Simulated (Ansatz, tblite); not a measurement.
# The cluster Li2Al2−: rung by rung

Aim: run the doublet of the cluster Li2Al2− at one geometry on many levels, and compare frontier levels, spin and run time.

Program: Ansatz 0.2.0, Gaussian basis. Level of theory: as each input shows. These are calculated values, not measurements.

Levels to be run: GFN1-xTB, GFN2-xTB, PBE-D4/def2-TZVPD, r2SCAN-D4/def2-TZVPD, LC-ωPBE/def2-TZVPD, r2SCAN0-D4/def2-TZVPD, BLYP-D4/def2-TZVPD, r2SCANh-D4/def2-TZVPD, BHLYP-D4/def2-TZVPD, PBE-D4/def2-SVPD, PBE0-D4/def2-SVPD, HF/STO-3G, CCSD(T)/def2-TZVPPD, MP2/def2-TZVPD, RPA/def2-TZVPD.

1 further run of the same task is left out (set aside as unsound or not needed). Runs told in other sessions of the task aren't counted.

## 1. The relaxed structure

The doublet was relaxed beforehand with PBE-D4/def2-TZVPD. At that level it is the lowest of the isomers that a small search found.

4 atoms, charge -1, spin multiplicity 2.

Bond lengths: Li1–Li2 3.049 Å, Li1–Al3 2.721 Å, Li1–Al4 2.721 Å, Li2–Al3 2.721 Å, Li2–Al4 2.721 Å, Al3–Al4 2.510 Å. Angles: Li2–Li1–Al3 55.9°, Li2–Li1–Al4 55.9°, Al3–Li1–Al4 54.9°, Li1–Li2–Al3 55.9°, Li1–Li2–Al4 55.9°, Al3–Li2–Al4 54.9°, Li1–Al3–Li2 68.2°, Li1–Al3–Al4 62.5°, Li2–Al3–Al4 62.5°, Li1–Al4–Li2 68.2°, Li1–Al4–Al3 62.5°, Li2–Al4–Al3 62.5°.

The ion is computed in the gas phase, without counter-ions or solvent.

PBE0-D4/def2-TZVPD was run before; its log isn't repeated, and its numbers join the tables.

## 2. GFN1-xTB

Tight binding, by tblite at 300 K electronic temperature and without a spin-polarisation term:

```python
tblite.interface.Calculator('GFN1-xTB', numbers, positions, charge=-1, uhf=1).singlepoint()
```

Energy -93.1209 eV; 0.004 s.

## 3. GFN2-xTB

Tight binding, by tblite at 300 K electronic temperature and without a spin-polarisation term:

```python
tblite.interface.Calculator('GFN2-xTB', numbers, positions, charge=-1, uhf=1).singlepoint()
```

Energy -70.1876 eV; 0.006 s.

## 4. PBE-D4/def2-TZVPD

start.molden holds the orbitals of an earlier run on this state, given as this run's starting guess.

The input, in.yaml:

```yaml
crystal:
  periodic: [false, false, false]
  atoms:
    - {symbol: Li, position_ang: [-1.512582, -0.834791, 0.465017]}
    - {symbol: Li, position_ang: [1.490315, -0.988648, -0.041810]}
    - {symbol: Al, position_ang: [0.228825, 1.188799, 0.992956]}
    - {symbol: Al, position_ang: [-0.206548, 0.634650, -1.416163]}
basis:
  gaussian: {orbitals: def2-TZVPD, initial_orbitals: start.molden}
total_charge: -1
magnetization: {spin_polarized: true, initial_magnetization: 1}
hamiltonian: {xc: pbe, dispersion: d4}
scf: {omitted_lower_state_checks: [starts]}
output: {orbitals: {seedname: orbitals}}
```

Command:

```
> ansatz run in.yaml --threads 4 --pin off --events-out ev --progress --plain --max-ram 3916MiB
```

After this run come: r2SCAN-D4/def2-TZVPD; LC-ωPBE/def2-TZVPD; r2SCAN0-D4/def2-TZVPD; BLYP-D4/def2-TZVPD; r2SCANh-D4/def2-TZVPD; BHLYP-D4/def2-TZVPD; PBE-D4/def2-SVPD; PBE0-D4/def2-SVPD; HF/STO-3G; CCSD(T)/def2-TZVPPD; MP2/def2-TZVPD; RPA/def2-TZVPD.

**Question.** What will the summary of the whole plan be? Wanted: gap in def2-TZVPD, named functionals, smallest and largest; correlation energy, CCSD(T)/def2-TZVPPD; correlation energy, MP2/def2-TZVPD; ⟨S²⟩ in def2-TZVPD, named functionals, smallest and largest; PBE0 total energy, smallest basis above largest.

**Answer**, as computed:

```
                                                   quantity                                 value
 gap in def2-TZVPD, named functionals, smallest and largest  0.47 eV (BLYP-D4), 4.57 eV (LC-ωPBE)
                    correlation energy, CCSD(T)/def2-TZVPPD                              -7.85 eV
                         correlation energy, MP2/def2-TZVPD                              -5.76 eV
⟨S²⟩ in def2-TZVPD, named functionals, smallest and largest                          0.756, 0.898
            PBE0 total energy, smallest basis above largest       4.88 eV (def2-SVPD, def2-TZVPD)
```

Over the named functionals in def2-TZVPD the gap runs from 0.47 eV (BLYP-D4) to 4.57 eV (LC-ωPBE); exact exchange widens it. Over the named functionals in def2-TZVPD spin contamination reaches 0.15 (LC-ωPBE). PBE-D4, BLYP-D4, r2SCAN-D4, r2SCANh-D4 put the HOMO above zero; others here keep it below zero, so the sign hangs on the functional's self-interaction and doesn't show that the species is unbound. Notes on CCSD(T)/def2-TZVPPD: large T1 diagnostic, spin contamination.
